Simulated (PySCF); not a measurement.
# SiC (triplet) with other numerical set-ups

The method stays; parts of the set-up, such as the basis or the Hamiltonian, are changed.

Program: PySCF 2.14.0. Level of theory: each script names its method and basis. These are calculated values, not measurements.

4 further runs of the same task are left out: 4 that didn't finish.

## 1. Where the work starts

SiC (triplet): 2 atoms, charge 0, spin multiplicity 3.

Bond lengths: Si1–C2 1.643 Å.

## 2. Base script

The input, input.py:

```python
from pyscf import gto, scf

mol = gto.M(
    atom='Si 0 0 0; C 0 0 1.643',
    basis='sto-3g',
    charge=0,
    spin=2,
    verbose=4,
)
mf = scf.UHF(mol)
mf = mf.density_fit(auxbasis='def2-universal-jkfit')
mf = mf.newton()
mf.kernel()
mf.stability(internal=True, external=True)
mf.dip_moment()
print('orbital energies (hartree):', [e[max(0, n-3):n+3].round(4) for e, n in zip(mf.mo_energy, mol.nelec)])
```

The run is started by

```
OMP_NUM_THREADS=1 python input.py
```

The log of this run is left out.

It gives: E(SCF) = -322.787869 Eh, 4 macro-iterations, ⟨S²⟩ = 2.556, μ = 0.27 D, internal stable; real -> complex stable; UHF/UKS -> GHF/GKS stable.

⟨S²⟩ = 2.56 against 2.00 for a pure state: the determinant is spin-contaminated. The bond length is a typed value, not an optimised one. The triplet is typed in the script; nothing here shows that it is the ground state.

## 3. Cartesian functions on

Edit 1 changes Cartesian functions: off → on.

The input, input.py:

```python
from pyscf import gto, scf

mol = gto.M(
    atom='Si 0 0 0; C 0 0 1.643',
    basis='sto-3g',
    charge=0,
    spin=2,
    cart=True,
    verbose=4,
)
mf = scf.UHF(mol)
mf = mf.density_fit(auxbasis='def2-universal-jkfit')
mf = mf.newton()
mf.kernel()
mf.stability(internal=True, external=True)
mf.dip_moment()
print('orbital energies (hartree):', [e[max(0, n-3):n+3].round(4) for e, n in zip(mf.mo_energy, mol.nelec)])
```

The run is started by

```
OMP_NUM_THREADS=1 python input.py
```

## 4. Density fitting none

Edit 2 changes density fitting: def2-universal-jkfit → none.

input.py: that of step 2 with these lines changed.

```diff
@@ -10,3 +10,2 @@
 mf = scf.UHF(mol)
-mf = mf.density_fit(auxbasis='def2-universal-jkfit')
 mf = mf.newton()
```

## 5. Jorge-dzp

Edit 3 changes basis set: sto-3g → jorge-dzp.

input.py: that of step 2 with these lines changed.

```diff
@@ -4,3 +4,3 @@
     atom='Si 0 0 0; C 0 0 1.643',
-    basis='sto-3g',
+    basis='jorge-dzp',
     charge=0,
```

## 6. 6-31+g*

Edit 4 changes basis set: sto-3g → 6-31+g*.

input.py: that of step 2 with these lines changed.

```diff
@@ -4,3 +4,3 @@
     atom='Si 0 0 0; C 0 0 1.643',
-    basis='sto-3g',
+    basis='6-31+g*',
     charge=0,
```

## 7. Sbkjc (core potential on)

Edit 5 changes basis set: sto-3g → sbkjc; core potential: off → on. The core potential changes with it: totals don't compare.

input.py: that of step 2 with these lines changed.

```diff
@@ -4,3 +4,4 @@
     atom='Si 0 0 0; C 0 0 1.643',
-    basis='sto-3g',
+    basis='sbkjc',
+    ecp={'Si': 'sbkjc', 'C': 'sbkjc'},
     charge=0,
```

## 8. 6-31g

Edit 6 changes basis set: sto-3g → 6-31g.

input.py: that of step 2 with these lines changed.

```diff
@@ -4,3 +4,3 @@
     atom='Si 0 0 0; C 0 0 1.643',
-    basis='sto-3g',
+    basis='6-31g',
     charge=0,
```

**Question.** What will these runs give? Wanted: for each run, E(SCF); from base; gap, α spin; SCF dipole; after the SCF.

The runs gave:

| run | E(SCF) (hartree) | from base (eV) | cycles | gap, α spin (eV) | SCF dipole (D) | functions | after the SCF |
| --- | --- | --- | --- | --- | --- | --- | --- |
| base | -322.787869 | 0 | 4 macro | 14.81 | 0.27 | 14 | stable |
| Cartesian functions on | -322.787832 | +0.0010 | 4 macro | 14.81 | 0.27 | 14 | stable |
| density fitting none | -322.787510 | +0.0097 | 6 macro | 14.81 | 0.27 | 14 | stable |
| jorge-dzp | -326.618726 | -104.2429 | 5 macro | 12.07 | 0.37 | 39 | stable |
| 6-31+g* | -326.600562 | -103.7487 | 4 macro | 11.55 | 0.39 | 40 | stable |
| sbkjc (core potential on) | -9.019548 | not comparable | 6 macro | 11.56 | 0.08 | 16 | stable |
| 6-31g | -326.562389 | -102.7099 | 5 macro | 11.78 | 0.02 | 22 | stable |

What this shows: Of the runs whose energies can be compared, “jorge-dzp” moves the SCF energy most (-104.243 eV). jorge-dzp (39 functions) gives an energy 104.24 eV lower than sto-3g (14). 6-31+g* (40 functions) gives an energy 103.75 eV lower than sto-3g (14). 6-31g (22 functions) gives an energy 102.71 eV lower than sto-3g (14).
